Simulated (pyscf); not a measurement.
`[SiH3][Si]([SiH3])=[Ge]([SiH3])[SiH3]` + `[SiH4]` → `[SiH3][SiH]([SiH3])[Ge]([SiH3])([SiH3])[SiH3]` (addition across a multiple bond or ene-type step; singlet surface; H–Si broken, H–Si, Ge–Si formed). PySCF, gas phase, ωB97X-D3(BJ)/def2-SVP geometries. Rate constants from transition-state theory at the high-pressure limit, ωB97M-D3(BJ)/def2-TZVP energies (ideal gas, 1 atm, RRHO with modes under 100 cm⁻¹ raised to 100, one conformer, R ln 2 for chiral ones without a mode under 150 cm⁻¹; no tunnelling), k in cm³ molecule⁻¹ s⁻¹.

```csv
T (K),1000/T,log10 k
298,3.354,-25.99
600,1.667,-19.99
900,1.111,-17.80
1200,0.833,?
```

Problem. Fit an Arrhenius line to the three values, give the activation energy, and predict k at 1200 K.

Solution. Least squares gives log10 k = -13.84 − 3.63 × 1000/T, so Ea = 3.63 × ln 10 × 1.987 = 16.6 kcal/mol, against an electronic barrier of 14.4. At 1200 K the line gives -16.86; the computed value is -16.59 (ΔG‡ = 61.5 kcal/mol), a factor 1.9 over the line, since the plot is curved. On the reactant side the descent ends in a complex (not fully relaxed), 4.9 kcal/mol under the separated species and 17.2 kcal/mol under the saddle at ωB97X-D3(BJ)/def2-TZVP. At the saddle there is also a short Si–Si contact that neither side keeps. At ωB97X-D3(BJ) the barrier from the zero used here is 12.3 kcal/mol. This is the saddle that the search found; another between the same sides may lie lower. Elements up to Kr have no core potential and no relativistic terms here.
